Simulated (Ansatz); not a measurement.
# Worked example: B₂H⁺, triplet against B$_{2}$H, quartet

Geometry (PBE0/def2-TZVP stationary point of a quartet), kept for both states (B2H, quartet: Σ⁻; B2H⁺, triplet: Π):

```csv
atom,x (Å),y (Å),z (Å)
B,0.0000,0.0000,0.1141
B,0.0000,0.0000,-1.4064
H,0.0000,0.0000,1.2923
```

Basis 6-31G; Ansatz 0.2.0. Only valence electrons are correlated (noble-gas cores frozen). R marks a restricted (for open shells ROHF) determinant, U an unrestricted one.

Full CI is exact within this basis and frozen core; it isn't the basis-set limit. The frozen core follows each run's orbitals, which can shift R against U totals by a few meV.

| level | E(B2H, quartet) (hartree) | E(B2H⁺, triplet) (hartree) |
| --- | --- | --- |
| UHF | -49.779015 | -49.460166 |
| UMP2 | -49.842714 | -49.508425 |
| UCCSD(T) | -49.864839 | -49.529392 |
| PBE | -49.996689 | -49.640526 |
| PBE0 | -50.010435 | -49.656487 |
| full CI | -49.865674 | -49.530015 |

Task: Give the vertical gap, B2H⁺ triplet less B2H quartet, at each level in eV (1 hartree = 27.2114 eV), and each error against full CI.

Result: full CI: (-49.530015 − (-49.865674)) × 27.2114 = 9.134 eV (the reference)
PBE0: (-49.656487 − (-50.010435)) × 27.2114 = 9.631 eV, error 0.497 eV
PBE: (-49.640526 − (-49.996689)) × 27.2114 = 9.692 eV, error 0.558 eV
UCCSD(T): (-49.529392 − (-49.864839)) × 27.2114 = 9.128 eV, error -0.006 eV
UMP2: (-49.508425 − (-49.842714)) × 27.2114 = 9.096 eV, error -0.038 eV
UHF: (-49.460166 − (-49.779015)) × 27.2114 = 8.676 eV, error -0.458 eV

Total energies of functionals can't be set beside those of wave-function methods, since they hold the core's correlation and their own absolute errors; only the differences compare.

The set has no polarisation functions, so the order and spacing of states can differ from the basis-set limit.

In so small a basis the reference is far from its limit while semilocal and hybrid functionals are nearer theirs, so the functionals' errors here hold much of the reference's basis and frozen-core error, which can add to them or hide them.

Each level lands on the state that its own search finds. T1 diagnostics of restricted CCSD: 0.021 and 0.018.
